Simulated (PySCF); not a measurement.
Isomers of C5H10O, mass 86.073 u with the commonest isotopes. Method used: PBE0/pcSseg-1 in PySCF (dipole) on a GFN2-xTB geometry, gas phase. One conformer each, none proved a minimum here; rigid rotors.

**Question.** Order these by radius of gyration √(Σ m r²/M), smallest first.
A. `[CH3:1][O:2][C@@H:3]1[CH2:4][C@@H:5]1[CH3:6]` with C1–O2–C3–C4 -82°
B. `[OH:1][CH:2]1[CH2:3][CH2:4][CH2:5][CH2:6]1` with H–O1–C2–C3 -61°, O1–C2–C3–C4 -96°, C2–C3–C4–C5 -39°, C3–C4–C5–C6 41°, C4–C5–C6–C2 -28° (cyclopentanol)
C. `CC(C)(C)C=O`
D. `[CH2:1]=[C:2]([CH2:3][CH3:4])[O:5][CH3:6]` with C1–C2–C3–C4 -99°, C1–C2–O5–C6 2° (2-methoxy-1-butene)

**Answer.** B (1.597 Å), C (1.665 Å), A (1.731 Å), D (1.785 Å).

**Question.** Order these by rotational constant B, largest first.
A. `[CH3:1][O:2][C@@H:3]1[CH2:4][C@@H:5]1[CH3:6]` with C1–O2–C3–C4 -82°
B. `[OH:1][CH:2]1[CH2:3][CH2:4][CH2:5][CH2:6]1` with H–O1–C2–C3 -61°, O1–C2–C3–C4 -96°, C2–C3–C4–C5 -39°, C3–C4–C5–C6 41°, C4–C5–C6–C2 -28° (cyclopentanol)
C. `C(C)(C=O)(C)C`
D. `[CH2:1]=[C:2]([CH2:3][CH3:4])[O:5][CH3:6]` with C1–C2–C3–C4 -99°, C1–C2–O5–C6 2° (2-methoxy-1-butene)

**Answer.** B (3307 MHz), C (2789 MHz), A (2488 MHz), D (2424 MHz).

**Question.** Order these by rotational constant C, largest first.
A. `[CH2:1]=[C:2]([CH2:3][CH3:4])[O:5][CH3:6]` with C1–C2–C3–C4 -99°, C1–C2–O5–C6 2° (2-methoxy-1-butene)
B. `[CH3:1][O:2][C@@H:3]1[CH2:4][C@@H:5]1[CH3:6]` with C1–O2–C3–C4 -82°
C. `CC(C)(C)C=O`
D. `[OH:1][CH:2]1[CH2:3][CH2:4][CH2:5][CH2:6]1` with H–O1–C2–C3 -61°, O1–C2–C3–C4 -96°, C2–C3–C4–C5 -39°, C3–C4–C5–C6 41°, C4–C5–C6–C2 -28°

**Answer.** C (2756 MHz), D (2545 MHz), B (2117 MHz), A (1971 MHz).

| SMILES | point group | Ia (u·Å²) | Ib (u·Å²) | Ic (u·Å²) | κ | μa (D) | μb (D) | μc (D) |
| --- | --- | --- | --- | --- | --- | --- | --- | --- |
| OC1CCCC1 | C1 | 87.40 | 152.83 | 198.55 | -0.53 | 0.24 | 1.07 | 1.03 |
| C=C(CC)OC | C1 | 83.83 | 208.50 | 256.44 | -0.78 | 0.61 | 0.02 | 0.30 |
| CC(C)(C)C=O | Cs | 112.52 | 181.22 | 183.40 | -0.96 | 2.67 | 0.76 | 0.00 |
| CO[C@@H]1C[C@@H]1C | C1 | 74.11 | 203.13 | 238.69 | -0.84 | 0.44 | 1.07 | 0.08 |
